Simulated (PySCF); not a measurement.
**Neon: a sound run and one with changed settings**

Sound run: Ne [Ne], Ne⁺ [He] 2s2 2p5. Computed with PySCF 2.14 in cc-pVTZ, with the non-relativistic Hamiltonian (point nucleus). In the sound run the correlated levels freeze 1s2. The sound run starts from symmetry-adapted Hartree-Fock orbitals and uses a fine grid where one is needed.

Changed run: basis STO-3G. This setting is unsound on purpose.

```csv
species,method,sound run (hartree),changed run (hartree),converged
Ne,UHF,-128.53186,-126.60453,yes
Ne,LDA,-128.21363,-126.15194,yes
Ne,B3LYP,-128.96186,-126.92639,yes
Ne,MP2,-128.79618,-126.60453,yes
Ne⁺,UHF,-127.80888,-126.06147,yes
Ne⁺,LDA,-127.40188,-125.56721,yes
Ne⁺,B3LYP,-128.16744,-126.34172,yes
Ne⁺,MP2,-128.00571,-126.06147,yes
```

Ionisation energy of Ne:

```tsv
method	sound run (eV)	changed run (eV)
UHF	19.673	14.777
LDA	22.089	15.911
B3LYP	21.617	15.910
MP2	21.510	14.777
SCS-MP2	21.365	14.777
```

A minimal basis cannot let orbitals breathe on ionisation and holds almost no correlation.

For comparison, NIST gives 21.565 eV between the lowest levels.
